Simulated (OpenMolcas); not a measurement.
# BNH6 (SMILES [BH3-][NH3+]): O3LYP/ANO-S-VDZP

Aim: the energy change on altering one bond length of BNH6 at O3LYP/ANO-S-VDZP, from 2 runs. 

Program for the calculation: OpenMolcas 26.06.

## Step 1: The molecule

BNH6 has 8 atoms, charge 0, and is taken as a singlet. SMILES: `[BH3-][NH3+]`. The coordinates come from a PBE0-D4/def2-TZVP relaxation.

Bond lengths: B1–N2 1.639 Å, B1–H3 1.212 Å, B1–H4 1.212 Å, B1–H5 1.212 Å, N2–H6 1.015 Å, N2–H7 1.015 Å, N2–H8 1.015 Å. Some angles: B1–N2–H6 110.9°, B1–N2–H7 110.9°, B1–N2–H8 110.9°, N2–B1–H3 105.3°, N2–B1–H4 105.3°, N2–B1–H5 105.3°, H6–N2–H7 108.0°, H6–N2–H8 108.0°, H7–N2–H8 108.0°, H3–B1–H4 113.3°.

## Step 2: The energy at O3LYP/ANO-S-VDZP

File input.xyz:

```xyz
8

B     -0.191300     0.250800    -0.775400
N      0.206500    -0.255100     0.731700
H     -0.078200    -0.728400    -1.481000
H     -1.332600     0.649700    -0.687200
H      0.604400     1.126600    -1.038400
H      0.140800     0.507000     1.398700
H      1.156600    -0.611300     0.755300
H     -0.414000    -0.996500     1.040500
```

File job.input:

```
&GATEWAY
Coord=input.xyz
Basis=ANO-S-VDZP
Group=NoSym
&SEWARD
&SCF
KSDFT=O3LYP
PrOrbitals=1 1
```

Started as:

```bash
export MOLCAS_MEM=1860
pymolcas job.input > job.log
```

Standard output:

```text
--- Start Module: gateway ---
[...]
--- Stop Module: gateway /rc=_RC_ALL_IS_WELL_ ---
--- Start Module: seward ---
[...]
      Basis functions           58
--- Stop Module: seward /rc=_RC_ALL_IS_WELL_ ---
[...]
--- Start Module: scf ---
[...]
       Convergence after  11 Iterations
[...]
::    Total KS-DFT energy                             -83.1982250870
[...]
      Total spin, S                                     0.0000000000
[...]
      Total electronic charge=   18.000000
      Total            charge=   -0.000000
[...]
      Dipole Moment (debye):
      Origin of the operator (angstrom)=    0.0278   -0.0278    0.0546
                   X=  1.3152E+00               Y= -1.6722E+00               Z=  4.9816E+00           Total=  5.4169E+00
      Quadrupole Moment (debye*angstrom):
[...]
--- Stop Module: scf /rc=_RC_ALL_IS_WELL_ ---
[...]
```

Run time: 6.6 s. Hardware: 1 thread of Arm Neoverse V1, shared host; peak memory 0.39 GiB.

## Step 3: The distorted shape

File input.xyz:

```xyz
8

B     -0.788001     1.009651    -3.036053
N      0.206500    -0.255100     0.731700
H     -0.674901     0.030451    -3.741653
H     -1.929301     1.408551    -2.947853
H      0.007699     1.885451    -3.299053
H      0.140800     0.507000     1.398700
H      1.156600    -0.611300     0.755300
H     -0.414000    -0.996500     1.040500
```

File job.inp:

```
* BH6N Kohn-Sham DFT
>>> EXPORT MOLCAS_PRINT=2

&GATEWAY
  Coord
  input.xyz
  Basis
  ANO-S-VDZP
  Group
  NoSym

&SEWARD

&SCF
  KSDFT
  O3LYP
  PrOrbitals
  1 1
```

Started as:

```bash
export MOLCAS_MEM=1860
pymolcas job.inp > job.log
```

Standard output:

```text
--- Start Module: gateway ---
[...]
--- Stop Module: gateway /rc=_RC_ALL_IS_WELL_ ---
--- Start Module: seward ---
[...]
      Basis functions           58
--- Stop Module: seward /rc=_RC_ALL_IS_WELL_ ---
[...]
--- Start Module: scf ---
[...]
       Convergence after  12 Iterations
[...]
::    Total KS-DFT energy                             -83.1344441891
[...]
      Total spin, S                                     0.0000000000
[...]
      Total electronic charge=   18.000000
      Total            charge=   -0.000000
[...]
      Dipole Moment (debye):
      Origin of the operator (angstrom)=   -0.2418    0.3150   -0.9667
                   X=  5.8259E-01               Y= -7.4068E-01               Z=  2.2068E+00           Total=  2.3996E+00
      Quadrupole Moment (debye*angstrom):
[...]
--- Stop Module: scf /rc=_RC_ALL_IS_WELL_ ---
[...]
```

Wall time 6.9 s (1 thread of Arm Neoverse V1, shared host); peak memory 0.39 GiB.

## Step 4: Outcome

At O3LYP/ANO-S-VDZP:

| quantity | value |
| --- | --- |
| first shape: total energy | -83.19823 Eh |
| first shape: dipole moment | 5.42 D |
| first shape: HOMO energy | -6.97 eV |
| first shape: LUMO energy | -0.89 eV |
| first shape: HOMO–LUMO gap | 6.08 eV |
| distorted shape: total energy | -83.13444 Eh |
| distorted shape: dipole moment | 2.40 D |
| distorted shape: HOMO energy | -7.09 eV |
| distorted shape: LUMO energy | -2.45 eV |
| distorted shape: HOMO–LUMO gap | 4.64 eV |
| energy change with the B1–N2 bond stretched from 1.639 to 4.097 Å | 1.736 eV |

With the B1–N2 bond stretched from 1.639 to 4.097 Å the energy rises by 1.74 eV (167 kJ/mol). The first shape isn't relaxed at this level, so the change isn't measured from a minimum. Mulliken charges (first shape) run from -0.85 on B1 to +0.19 on H6; they depend strongly on the basis. Mulliken charges (distorted shape) run from -0.46 on B1 to +0.16 on H5; they depend strongly on the basis.
